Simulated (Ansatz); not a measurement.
# CH₈Si₂: a rigid scan of the dihedral angle C1–Si2–Si3–H9

How does the energy rise as the dihedral angle C1–Si2–Si3–H9 leaves its equilibrium value, and do density functionals follow CCSD(T)? No other atom is relaxed.

Method: single points in def2-TZVPP; program: Ansatz 0.2.0, Gaussian basis.

Levels: PBE-D4, r2SCAN-D4, PBE0-D4, B3LYP-D4, wB97M-V, Hartree-Fock, MP2, CCSD, CCSD(T). The scan takes -172.1, -158.7, -145.4, -132.1, -118.7, -105.4, -92.1, -78.7, -65.4°.

Cores are frozen in the correlated methods. B3LYP uses VWN-RPA correlation.

28 further runs of the same task are left out: 28 set aside as unsound or not needed.

## (1) Starting geometry

The minimum, relaxed at PBE0-D4: SMILES `C[SiH2][SiH3]`, 11 atoms, charge 0, spin multiplicity 1.

Atoms are counted from 1 here; the program's logs count them from 0.

Bond lengths: C1–Si2 1.877 Å, C1–H4 1.092 Å, C1–H5 1.092 Å, C1–H6 1.092 Å, Si2–Si3 2.340 Å, Si2–H7 1.491 Å, Si2–H8 1.491 Å, Si3–H9 1.488 Å, Si3–H10 1.490 Å, Si3–H11 1.490 Å. Angles: Si2–C1–H4 110.8°, Si2–C1–H5 110.8°, Si2–C1–H6 110.7°, H4–C1–H5 108.1°, H4–C1–H6 108.2°, H5–C1–H6 108.2°, C1–Si2–Si3 111.6°, C1–Si2–H7 110.2°, C1–Si2–H8 110.2°, Si3–Si2–H7 108.7°, Si3–Si2–H8 108.7°, H7–Si2–H8 107.4°, Si2–Si3–H9 111.1°, Si2–Si3–H10 110.5°, Si2–Si3–H11 110.5°, H9–Si3–H10 108.4°, H9–Si3–H11 108.4°, H10–Si3–H11 108.0°.

Coordinates:

```xyz
11

C    -1.0232    0.9789   -0.9960
Si   -0.4939    0.2553    0.6527
Si    1.3721   -1.1384    0.4220
H    -1.2852    0.1866   -1.7006
H    -0.2177    1.5712   -1.4355
H    -1.8939    1.6265   -0.8721
H    -0.1590    1.3482    1.6097
H    -1.6092   -0.5336    1.2494
H     1.7832   -1.7056    1.7351
H     2.5230   -0.3793   -0.1420
H     1.0690   -2.2667   -0.5021
```

Energies of the minimum (eV), from earlier single points: PBE-D4 -16913.70550, r2SCAN-D4 -16921.45889, PBE0-D4 -16915.67287, B3LYP-D4 -16925.47099, wB97M-V -16921.19716, CCSD(T) -16896.76007.

At the minimum the dihedral angle C1–Si2–Si3–H9 is 180.0°.

## (2) C1–Si2–Si3–H9 = -172.1°

Contents of ccsdt-tzvpp/in.yaml:

```yaml
crystal:
  periodic: [false, false, false]
  atoms:
    - {symbol: C, position_ang: [-1.023158, 0.978875, -0.995993]}
    - {symbol: Si, position_ang: [-0.493890, 0.255272, 0.652673]}
    - {symbol: Si, position_ang: [1.372128, -1.138427, 0.421972]}
    - {symbol: H, position_ang: [-1.285238, 0.186584, -1.700551]}
    - {symbol: H, position_ang: [-0.217690, 1.571227, -1.435493]}
    - {symbol: H, position_ang: [-1.893917, 1.626527, -0.872105]}
    - {symbol: H, position_ang: [-0.158954, 1.348154, 1.609653]}
    - {symbol: H, position_ang: [-1.609226, -0.533590, 1.249414]}
    - {symbol: H, position_ang: [1.667713, -1.853385, 1.693419]}
    - {symbol: H, position_ang: [2.572632, -0.343087, 0.041077]}
    - {symbol: H, position_ang: [1.136532, -2.153064, -0.642855]}
basis:
  gaussian: {orbitals: def2-TZVPP}
correlation: {method: ccsd_t}
```

The command line of these runs was not kept.

The runs that follow: C1–Si2–Si3–H9 = -158.7°; C1–Si2–Si3–H9 = -145.4°; C1–Si2–Si3–H9 = -132.1°; C1–Si2–Si3–H9 = -118.7°; C1–Si2–Si3–H9 = -105.4°; C1–Si2–Si3–H9 = -92.1°; C1–Si2–Si3–H9 = -78.7°; C1–Si2–Si3–H9 = -65.4°.

Q: Predict the outcome of this session. Wanted: highest point, CCSD(T); lowest point, CCSD(T); RMS deviation from CCSD(T); largest T1 diagnostic.

**Answer**, as computed:

| quantity | value |
| --- | --- |
| highest point, CCSD(T) | 1.1 kcal/mol at -118.7° |
| lowest point, CCSD(T) | 0.0 kcal/mol at 180.0° |
| RMS deviation from CCSD(T) | PBE-D4 0.0, r2SCAN-D4 0.0, PBE0-D4 0.0, B3LYP-D4 0.0, wB97M-V 0.1, Hartree-Fock 0.0, MP2 0.0, CCSD 0.0 kcal/mol |
| largest T1 diagnostic | 0.012 |

Over the points sampled the torsion costs at most 1.1 kcal/mol, a hindered rotation that is fast at room temperature. A rigid scan overstates barriers, since nothing else may give way. r2SCAN-D4 follows the CCSD(T) curve best and wB97M-V worst.
